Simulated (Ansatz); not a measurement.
Geometry optimisation, UKS PBE0-D4/cc-pVDZ (Ansatz 0.2.0).

The input (input.yaml):

```yaml
crystal:
  periodic: [false, false, false]
  atoms:
    - { symbol: B, position_ang: [-0.026278, -0.126209, -0.244333] }
    - { symbol: H, position_ang: [0.109843, -0.965214, 1.986771] }
    - { symbol: H, position_ang: [1.031234, 0.450436, -0.231842] }
    - { symbol: H, position_ang: [-1.141741, 0.326948, -0.283003] }
    - { symbol: C, position_ang: [0.028572, -0.125618, 2.703056] }
    - { symbol: H, position_ang: [-0.657965, -0.425093, 3.506275] }
    - { symbol: H, position_ang: [1.023249, 0.090618, 3.11331] }
    - { symbol: H, position_ang: [-0.366813, 0.774031, 2.211268] }
magnetization:
  spin_polarized: true
  initial_magnetization: 1
basis:
  gaussian: { orbitals: cc-pVDZ }
hamiltonian:
  xc: pbe0
  dispersion: d4
relax:
  f_tol: 0.03
  max_steps: 50
```

Command:

```bash
$ ansatz run input.yaml --threads 1 --pin off --max-ram 2048MiB --backend cpu --events-out ev --progress --plain --runs-dir out
```

**Question.** Where does it end, and by what steps?

**Answer.** It converged. After 22 steps the energy has fallen by 0.458 eV; B1 moved furthest, 0.95 Å. Parted: H2–C5 (1.11 → 1.78 Å). Joined: B1–H2 (2.39 → 1.28 Å), B1–C5 (2.95 → 1.70 Å).

```json
{"step": "0", "energy less start (eV)": "0.0000", "largest force component (eV/Å)": "0.092", "accepted": "yes"}
{"step": "1", "energy less start (eV)": "-0.0337", "largest force component (eV/Å)": "0.291", "accepted": "yes"}
{"step": "2", "energy less start (eV)": "-0.0674", "largest force component (eV/Å)": "0.857", "accepted": "yes"}
{"step": "3", "energy less start (eV)": "-0.0888", "largest force component (eV/Å)": "0.540", "accepted": "yes"}
{"step": "4", "energy less start (eV)": "-0.0972", "largest force component (eV/Å)": "0.771", "accepted": "yes"}
{"step": "5", "energy less start (eV)": "-0.1133", "largest force component (eV/Å)": "0.156", "accepted": "yes"}
{"step": "6", "energy less start (eV)": "-0.1174", "largest force component (eV/Å)": "0.063", "accepted": "yes"}
{"step": "7", "energy less start (eV)": "-0.1192", "largest force component (eV/Å)": "0.066", "accepted": "yes"}
{"step": "8", "energy less start (eV)": "-0.1226", "largest force component (eV/Å)": "0.132", "accepted": "yes"}
{"step": "9", "energy less start (eV)": "-0.1274", "largest force component (eV/Å)": "0.232", "accepted": "yes"}
{"step": "10", "energy less start (eV)": "-0.1405", "largest force component (eV/Å)": "0.383", "accepted": "yes"}
{"step": "11", "energy less start (eV)": "-0.1666", "largest force component (eV/Å)": "0.669", "accepted": "yes"}
{"step": "12", "energy less start (eV)": "-0.1437", "largest force component (eV/Å)": "2.860", "accepted": "no"}
{"step": "13", "energy less start (eV)": "-0.2783", "largest force component (eV/Å)": "0.684", "accepted": "yes"}
{"step": "14", "energy less start (eV)": "-0.3772", "largest force component (eV/Å)": "0.336", "accepted": "yes"}
{"step": "15", "energy less start (eV)": "-0.4209", "largest force component (eV/Å)": "0.450", "accepted": "yes"}
{"step": "16", "energy less start (eV)": "-0.3900", "largest force component (eV/Å)": "0.914", "accepted": "no"}
{"step": "17", "energy less start (eV)": "-0.4393", "largest force component (eV/Å)": "0.438", "accepted": "yes"}
{"step": "18", "energy less start (eV)": "-0.4395", "largest force component (eV/Å)": "0.426", "accepted": "yes"}
{"step": "19", "energy less start (eV)": "-0.4555", "largest force component (eV/Å)": "0.103", "accepted": "yes"}
{"step": "20", "energy less start (eV)": "-0.4575", "largest force component (eV/Å)": "0.058", "accepted": "yes"}
{"step": "21", "energy less start (eV)": "-0.4574", "largest force component (eV/Å)": "0.056", "accepted": "no"}
{"step": "22", "energy less start (eV)": "-0.4579", "largest force component (eV/Å)": "0.019", "accepted": "yes"}
```

```xyz
8
Properties=species:S:1:pos:R:3
B -0.016 -0.077 0.703
H 0.256 -1.208 1.246
H 0.936 0.385 0.120
H -1.115 -0.045 0.204
C -0.001 0.123 2.392
H -0.822 -0.365 2.927
H 0.965 -0.026 2.887
H -0.204 1.211 2.281
```

Whether the end is a true minimum wasn't checked by a vibrational analysis.

Run time: 50 s on 1 thread of Arm Neoverse V1, with other jobs on the host, peak memory 0.12 GiB.
